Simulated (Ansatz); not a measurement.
# BNH+ (triplet): from Hartree-Fock to the top rungs, def2-QZVPP

The task here is to estimate one member of a computed series from the others.

The runs use Ansatz 0.2.0, Gaussian basis; def2-QZVPP, core rule «outside noble gas», up to 2 orbitals frozen.

To be run: UHF; ROHF; CCSD(T) on UHF.

2 further runs of the same task are left out: 2 set aside as unsound or not needed.

## The geometry

The geometry is a PBE0/def2-TZVP stationary point (not a proven minimum) of the parent state, kept for this charge and spin.

3 atoms, charge 1, spin multiplicity 3.

Atoms are counted from 1 here; the program's logs count them from 0.

Bond lengths: B1–N2 1.306 Å, B1–H3 1.174 Å. Angles: N2–B1–H3 180.0°.

The first run:

in.yaml reads:

```yaml
crystal:
  periodic: [false, false, false]
  atoms:
    - {symbol: B, position_ang: [0.000000, 0.000000, 0.043923]}
    - {symbol: N, position_ang: [0.000000, 0.000000, -1.261739]}
    - {symbol: H, position_ang: [0.000000, 0.000000, 1.217815]}
basis:
  gaussian: {orbitals: "def2-QZVPP.json"}
total_charge: 1
magnetization: {spin_polarized: true, initial_magnetization: 2}
hamiltonian: {xc: hf}
output: {orbitals: {seedname: orbitals}}
```

Started as:

```console
$ ansatz run in.yaml --threads 1 --pin off --events-out ev --progress --plain --max-ram 2393MiB
```

Steps of the session up to this table: UHF; ROHF; CCSD(T) on UHF.

One table of the session follows, with a row left open; its other results are not shown here.

```
  method  from UCCSD(T) (kcal/mol)
    ROHF                         ?
     UHF                   +142.45
    UMP2                    +19.79
   UCCSD                     +4.27
UCCSD(T)                         0
```

**Question.** Estimate the row for ROHF.

**Answer.** from UCCSD(T) (kcal/mol): +145.45. In the column «from UCCSD(T) (kcal/mol)» it is the highest.
